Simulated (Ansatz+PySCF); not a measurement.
Results of a calculation; reference values are marked as such.
# Several solutions for singlet C₄H₄S

```yaml
atoms:
  - { symbol: S, position_ang: [0.0000, 0.0000, 1.2844] }
  - { symbol: C, position_ang: [0.0000, 1.3339, -0.0033] }
  - { symbol: C, position_ang: [0.0000, -1.3339, -0.0033] }
  - { symbol: C, position_ang: [0.0000, 0.7690, -1.3711] }
  - { symbol: C, position_ang: [0.0000, -0.7690, -1.3711] }
  - { symbol: H, position_ang: [0.0000, 2.4660, 0.3166] }
  - { symbol: H, position_ang: [0.0000, -2.4660, 0.3166] }
  - { symbol: H, position_ang: [0.0000, 1.4316, -2.3455] }
  - { symbol: H, position_ang: [0.0000, -1.4316, -2.3455] }
```

Basis set: def2-SVP (spherical functions). Charge 0, multiplicity 1.

CASSCF(6,5) was run from several starts with Ansatz (development build ahead of 0.2.0) and PySCF 2.14.0. The starts are those of the Hartree–Fock orbitals from which the active space was taken at the frontier.

```csv
run,program,start,converged,energy (hartree),<S²>
A,Ansatz,"atomic start, no search",yes,-551.04246,0.00
B,Ansatz,search for the lowest state,yes,-551.05108,0.00
C,PySCF,program defaults,yes,-551.03529,0.00
D,Ansatz,stability test followed,yes,-551.04246,0.00
```

Task: Which runs reached the lowest solution of this kind, and what is wrong with the others?

Result: B reached the lowest solution found. Converged but too high: A by 0.23 eV, C by 0.43 eV, D by 0.23 eV. Convergence only shows a stationary point; in CASSCF the end hangs on which orbitals enter the active space. Caution: other starts end on other solutions of this active space.
